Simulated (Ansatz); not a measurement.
Program: Ansatz. Geometries: PBE0-D4/def2-TZVP. ΔE: electronic, gas phase. CCSD(T)/CBS adds triple-zeta CCSD(T) − MP2 to the extrapolated MP2 energy (def2 sets, frozen cores). This one scheme is used for every species. One conformer a species, not always the lowest.

Reaction (formal exchange of groups at a C–N bond): `CNC(C)F` + `C#C` → `C#CC(C)F` + CH₃NH₂

```
   species  MP2/def2-QZVPP energy (Eh)
 `CNC(C)F`                  -273.33330
     `C#C`                   -77.18337
`C#CC(C)F`                  -254.82029
    CH₃NH₂                   -95.69294
```

(1) Work out ΔE.

Largest T1 diagnostic among the species: 0.013.

## Answers

(1) ΔE = (-254.82029) + (-95.69294) − (-273.33330) − (-77.18337) = 0.00344 Eh = +9.0 kJ/mol. CCSD(T)/CBS gives +11.7 kJ/mol.
